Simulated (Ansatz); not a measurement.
SiO2: single points at one geometry.

```yaml
crystal:
  periodic: [false, false, false]
  atoms:
    - {symbol: Si, position_ang: [-0.000001, -0.000007, -0.000030]}
    - {symbol: O, position_ang: [-1.346660, -0.667560, 0.090027]}
    - {symbol: O, position_ang: [1.346650, 0.667568, -0.089997]}
basis:
  gaussian: {orbitals: def2-TZVP, initial_orbitals: start.molden}
magnetization: {spin_polarized: true, initial_magnetization: 0}
hamiltonian: {xc: pbe0, dispersion: d4}
output: {orbitals: {seedname: orbitals}}
```

The file start.molden holds the orbitals of an earlier run on this structure, at another level or in another basis.

```sh
$ ansatz run in.yaml --threads 4 --pin off --events-out ev --progress --plain --max-ram 3916MiB
```

Output, abridged:

```
Functional definition: PBE0
570 factors; their error is unknown
mean field evaluation 1: about -11962.7454 eV, gradient 1.0e2 eV
mean field evaluation 2: about -11965.8154 eV, gradient 3.4e0 eV
mean field evaluation 4: about -11965.9225 eV, gradient 1.1e-1 eV
mean field evaluation 8: about -11965.9226 eV, gradient 1.5e-5 eV
mean field evaluation 16: about -11965.9226 eV, gradient 1.1e-2 eV
mean field -11965.92258119 eV, -439.7395440652 hartree, gradient 1.4e-5 eV, S^2 0.000000; 1 other end points of the search recorded, 0 dependent functions left out
reference -11965.92260314 eV, -439.7395448717 hartree; 15, 15 occupied and 84, 84 virtual orbitals, 570 factors
Total energy: -11965.96118223 eV, -439.7409626270 hartree
```

Run time 0.85 s (4 threads of AMD EPYC 7B13 on a shared host).

As the first input, with `hamiltonian: {xc: pbe, dispersion: d4}`, `scf: {omitted_lower_state_checks: [starts]}` (abridged; 0.5 s):

```
Functional definition: PBE
mean field -11965.78355950 eV, -439.7344351124 hartree, gradient 2.2e-5 eV, S^2 0.000000
Total energy: -11965.83016849 eV, -439.7361479609 hartree
Checks for a lower state left out: starts
```

As the first input, with `hamiltonian: {xc: r2scan, dispersion: d4}`, `scf: {omitted_lower_state_checks: [starts]}` (abridged; 1 s):

```
Functional definition: r2SCAN
mean field -11971.12386325 eV, -439.9306876551 hartree, gradient 1.2e-5 eV, S^2 0.000000
Total energy: -11971.13388931 eV, -439.9310561061 hartree
Checks for a lower state left out: starts
```

Geometry: PBE0-D4/def2-TZVP, that of the neutral singlet.

The structure comes from a short search, and lower isomers may exist.
